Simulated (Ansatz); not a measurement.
A calculation with Ansatz (development build ahead of 0.2.0).

```yaml
crystal:
  periodic: [false, false, false]
  atoms:
    - { symbol: P, position_ang: [0.0, 0.0, -0.77623] }
    - { symbol: H, position_ang: [0.0, 0.0, 0.77623] }
basis:
  gaussian: { orbitals: def2-SVP }
magnetization:
  spin_polarized: true
  initial_magnetization: 2
hamiltonian:
  xc: hf
correlation:
  method: ccsd_t
  frozen_orbitals: { H: 0, P: 5 }
```

The input is written out in the form of the current development build from the run's settings.

Output:

```yaml
Converged: yes
Reference_energy: -341.17008 hartree
Correlation_energy: -0.10603 hartree
Total_energy: -341.27612 hartree
Stability_test: minimum
```
